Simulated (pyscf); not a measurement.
# Hydrogen abstraction: HO–AlH₂ (SMILES [OH][AlH2]) + CH₃• (SMILES [CH3]) -> [HO–AlH]• (SMILES [OH][AlH]) + CH₄ (SMILES C)

Gas phase, doublet surface, charge 0. Bonds broken: Al2–H4. Bonds formed: H4–C6. Optimised with ωB97X-D3(BJ)/def2-SVP in PySCF. Correlated levels are frozen-core, on RHF or UHF. ΔMP2 is the change of the MP2 total energy from the triple- to the quadruple-zeta basis.

Transition state (Å):

```xyz
9

O      1.9995    -0.3266    -1.7336
Al     0.8131    -0.7168    -0.5666
H      2.2901     0.5496    -1.9945
H      0.0050     0.4971     0.2748
H      0.5702    -2.2721    -0.3741
C     -0.8033     1.7368     1.1157
H     -1.4779     1.1545     1.7519
H     -1.2714     2.2909     0.2951
H      0.0278     2.2373     1.6237
```

One imaginary mode, 805i cm⁻¹; descent along it reached the two sides named.

```csv
bond,change,reactant side (Å),saddle,product side
Al2–H4,breaks,1.588,1.684,3.4
H4–C6,forms,3.8,1.702,1.100
```

Electronic energies relative to the separated reactants (kcal/mol):

```json
[
 {"level": "ωB97X-D3(BJ)/def2-TZVP", "barrier": "6.3", "reaction energy": "-23.4", "reverse barrier": "29.7"},
 {"level": "PBE/def2-TZVP", "barrier": "0.7", "reaction energy": "-28.4", "reverse barrier": "29.1"},
 {"level": "r²SCAN/def2-TZVP", "barrier": "4.8", "reaction energy": "-24.0", "reverse barrier": "28.8"},
 {"level": "B3LYP-D3(BJ)/def2-TZVP", "barrier": "4.3", "reaction energy": "-24.3", "reverse barrier": "28.6"},
 {"level": "PBE0-D3(BJ)/def2-TZVP", "barrier": "3.6", "reaction energy": "-26.4", "reverse barrier": "29.9"},
 {"level": "M06-2X/def2-TZVP", "barrier": "6.0", "reaction energy": "-27.2", "reverse barrier": "33.2"},
 {"level": "ωB97M-D3(BJ)/def2-TZVP", "barrier": "7.1", "reaction energy": "-23.0", "reverse barrier": "30.1"},
 {"level": "HF/def2-TZVP", "barrier": "18.3", "reaction energy": "-16.4", "reverse barrier": "34.7"},
 {"level": "MP2/def2-QZVPP", "barrier": "9.1", "reaction energy": "-26.0", "reverse barrier": "35.1"},
 {"level": "CCSD/def2-TZVPP", "barrier": "9.7", "reaction energy": "-22.4", "reverse barrier": "32.1"},
 {"level": "CCSD(T)/def2-TZVPP", "barrier": "8.3", "reaction energy": "-23.5", "reverse barrier": "31.8"},
 {"level": "CCSD(T)/def2-TZVPP + ΔMP2(QZVPP)", "barrier": "8.1", "reaction energy": "-23.6", "reverse barrier": "31.6"}
]
```

With CCSD(T)/def2-TZVPP + ΔMP2(QZVPP) energies and thermal terms (ideal gas, 1 atm, RRHO with modes under 100 cm⁻¹ raised to 100, one conformer, R ln 2 for chiral ones without a mode under 150 cm⁻¹), in kcal/mol:

```tsv
T (K)	ΔH‡	ΔG‡	ΔH	ΔG
298	8.1	16.4	-19.4	-18.8
600	8.5	24.7	-20.3	-17.8
900	9.1	32.7	-21.0	-16.3
1200	9.8	40.5	-21.5	-14.7
```

This is the saddle that the search found; another between the same sides may lie lower. The angle at the transferred H is 179°. The CCSD(T) − MP2 part came from Ansatz, without density fitting, on the same reference.
